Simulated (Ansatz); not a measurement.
**C₃H₉NO: basis-set convergence**

Aim: see how fast density functionals converge with the basis set for C₃H₉NO.

The runs use Ansatz 0.2.0, Gaussian basis; one geometry, several basis sets.

Plan: PBE0-D4/def2-SVP; ωB97M-V/def2-SVP; PBE0-D4/def2-QZVPP; ωB97M-V/def2-QZVPP; the functionals' def2-TZVPP values are taken from earlier runs.

**1. The geometry**

An earlier PBE0-D4 in a triple-zeta def2 set relaxation fixed the geometry.

SMILES `CC(O)CN`, 14 atoms, charge 0, spin multiplicity 1.

Atoms are counted from 1 here; the program's logs count them from 0.

Bond lengths: C1–C2 1.509 Å, C1–H6 1.093 Å, C1–H7 1.091 Å, C1–H8 1.093 Å, C2–O3 1.408 Å, C2–C4 1.522 Å, C2–H9 1.105 Å, O3–H10 0.969 Å, C4–N5 1.457 Å, C4–H11 1.094 Å, C4–H12 1.099 Å, N5–H13 1.010 Å, N5–H14 1.012 Å. Angles: C2–C1–H6 110.9°, C2–C1–H7 110.3°, C2–C1–H8 110.2°, H6–C1–H7 108.4°, H6–C1–H8 108.8°, H7–C1–H8 108.1°, C1–C2–O3 108.9°, C1–C2–C4 112.4°, C1–C2–H9 108.8°, O3–C2–C4 109.3°, O3–C2–H9 109.6°, C4–C2–H9 107.9°, C2–O3–H10 104.6°, C2–C4–N5 108.9°, C2–C4–H11 108.1°, C2–C4–H12 109.8°, N5–C4–H11 108.0°, N5–C4–H12 114.2° and more.

**2. PBE0-D4 in def2-SVP**

in.yaml

```yaml
crystal:
  periodic: [false, false, false]
  atoms:
    - {symbol: C, position_ang: [-1.718765, 0.317726, 0.512547]}
    - {symbol: C, position_ang: [-0.334776, 0.537408, -0.047667]}
    - {symbol: O, position_ang: [0.364832, 1.417912, 0.799077]}
    - {symbol: C, position_ang: [0.448756, -0.760485, -0.181435]}
    - {symbol: N, position_ang: [1.818585, -0.447237, -0.566473]}
    - {symbol: H, position_ang: [-2.303255, -0.338874, -0.136714]}
    - {symbol: H, position_ang: [-2.245420, 1.268858, 0.604243]}
    - {symbol: H, position_ang: [-1.656175, -0.133369, 1.506012]}
    - {symbol: H, position_ang: [-0.424911, 0.984232, -1.054541]}
    - {symbol: H, position_ang: [1.299549, 1.263521, 0.594586]}
    - {symbol: H, position_ang: [0.475915, -1.244250, 0.799840]}
    - {symbol: H, position_ang: [-0.069135, -1.438976, -0.873952]}
    - {symbol: H, position_ang: [2.447909, -1.212833, -0.370813]}
    - {symbol: H, position_ang: [1.883792, -0.242732, -1.555809]}
basis:
  gaussian: {orbitals: def2-SVP}
hamiltonian: {xc: pbe0, dispersion: d4}
output: {orbitals: {seedname: orbitals}}
```

Run with:

```bash
$ ansatz run in.yaml --threads 4 --pin off --events-out ev --progress --plain --max-ram 10444MiB
```

The runs that follow: ωB97M-V in def2-SVP; PBE0-D4 in def2-QZVPP; ωB97M-V in def2-QZVPP.

**Question.** What will the summary of the whole plan be? Wanted: PBE0-D4: double and triple zeta above quadruple; ωB97M-V: double and triple zeta above quadruple.

**Answer**, as computed:

| quantity | value |
| --- | --- |
| PBE0-D4: double and triple zeta above quadruple | 8.21, 0.40 eV |
| ωB97M-V: double and triple zeta above quadruple | 8.56, 0.39 eV |

What this shows: PBE0-D4 gains 7.81 eV from double to triple zeta, then 0.40 eV more. These are total energies; as a rule much of such shifts cancels in differences, which this series doesn't test. The LUMO of ωB97M-V is positive and keeps falling with the basis (3.24 to 1.63 eV): an unbound level that the basis holds in place.
